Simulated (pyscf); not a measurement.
HO–GeH₂–OH + hydrogen (H₂) → HO–GeH₃ + water (H₂O), a four-centre exchange (singlet surface; Ge–O, H–H broken, Ge–H, H–O formed). PySCF, gas phase, ωB97X-D3(BJ)/def2-SVP geometries. Energies in kcal/mol from the separated reactants.

Small-basis levels: PySCF, no dispersion term, spherical d functions. AM1 to PM7: differences of heats of formation from MOPAC, which are fitted to 298 K values and so differ in kind from electronic energies by zero-point and thermal terms. Cost: rough CPU time at the saddle relative to B3LYP/6-31G*+LANL2DZ, from one job on a shared machine.

```tsv
level	barrier	reaction energy	cost
BP86/6-31G*+LANL2DZ	41.0	+10.4	1
PBE/6-31G*+LANL2DZ	39.1	+10.2	1
B3LYP/STO-3G	47.5	+11.4	0.8
B3LYP/3-21G	44.2	+28.8	1.0
B3LYP/6-311+G**+LANL2DZ	42.9	+0.5	2
AM1	47.4	+14.4	under 0.02
PM3	80.1	+30.2	under 0.02
ωB97M-D3(BJ)/def2-TZVP	43.6	+5.1	–
```

Against the last row the barrier runs from -4.5 (PBE/6-31G*+LANL2DZ) to +36.5 kcal/mol (PM3). ωB97M-D3(BJ)/def2-TZVP has limits of its own. On the product side the descent ends in a complex (not fully relaxed), 5.9 kcal/mol under the separated species and 44.1 kcal/mol under the saddle at ωB97X-D3(BJ)/def2-TZVP. At the saddle there is also a short Ge–H contact that neither side keeps. One saddle was located; it need not be the lowest between these sides. In the def2 sets elements up to Kr have no core potential.
